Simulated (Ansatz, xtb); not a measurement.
**Two structures of AlBH5Si**

Structure a: a doublet given by its coordinates. Structure b: `B[SiH][AlH2]`, a doublet. Both are isolated molecules in the gas phase, relaxed with PBE0-D3(BJ)/def2-SVP; the shapes shown needn't be the lowest conformers.

a (Å):

```xyz
8

Al   -1.0098    0.7512    2.5181
B     0.5993   -0.0301    1.3389
Si   -0.7565   -0.4488    0.0327
H    -2.5711    1.0654    2.7087
H     1.0192   -0.9419    2.0226
H     1.2851    0.9519    1.1373
H    -1.6783   -1.6230    0.1433
H    -1.3662    0.5677   -0.8814
```

Close contacts (Å): Al1–B2 2.14, Al1–Si3 2.77, B2–Si3 1.93, Al1–H4 1.60, B2–H5 1.21, B2–H6 1.21, Si3–H7 1.50, Si3–H8 1.50.

b (Å):

```xyz
8

Al   -0.0808   -0.7097   -0.6498
B    -0.8040    0.2298    3.0695
Si   -0.8188    0.7160    1.1666
H    -1.1897    0.9987    3.9179
H    -0.4007   -0.8610    3.3984
H    -1.3278    2.0805    0.8069
H     0.4623   -2.1624   -0.2996
H    -0.1401   -0.2001   -2.1550
```

Energies in hartree; the thermal terms are from PBE0-D3(BJ)/def2-SVP harmonic frequencies (ideal gas, rigid rotor, one conformer each, 298.15 K, 1 atm) and include the zero-point energy:

|  | a | b |
| --- | --- | --- |
| E, CCSD(T)/def2-SVP | −558.475869 | −558.477431 |
| zero-point energy | 0.041612 | 0.041550 |
| H(298 K) − E | 0.049008 | 0.049048 |
| G(298 K) − E | 0.012124 | 0.011513 |

Q: Work out ΔE, ΔE₀, ΔH and ΔG for a → b in kcal/mol (1 Eh = 627.51 kcal/mol) and the equilibrium ratio [b]/[a].

A: 1. ΔE = −558.477431 − (−558.475869) = −0.001562 Eh = −0.98 kcal/mol.
2. ΔE₀ = ΔE + ΔZPE = −0.001562 + (−0.000062) Eh = −1.02 kcal/mol.
3. ΔH = ΔE + (+0.000040) Eh = −0.96 kcal/mol.
4. ΔG = ΔE + (−0.000611) Eh = −1.36 kcal/mol, so ΔS = (ΔH − ΔG)/T = +5.7 J/(mol K).
5. kT = 0.9442 mEh, so K = [b]/[a] = exp(−ΔG/kT) = exp(+2.30) ≈ 10.

Structure b is favoured at this temperature. An error of 1 kcal/mol in ΔG would change K by a factor of 5.4. Mirror images and further conformers aren't counted.

Other levels gave ΔE = +4.1 (PBE0-D3(BJ)/def2-SVP); −14.8 (HF/def2-SVP); −2.1 (MP2/def2-SVP) kcal/mol. Open shells are spin-unrestricted, with notable spin contamination. The correlated steps freeze 11 core orbitals. Programs: Ansatz 0.2.0.
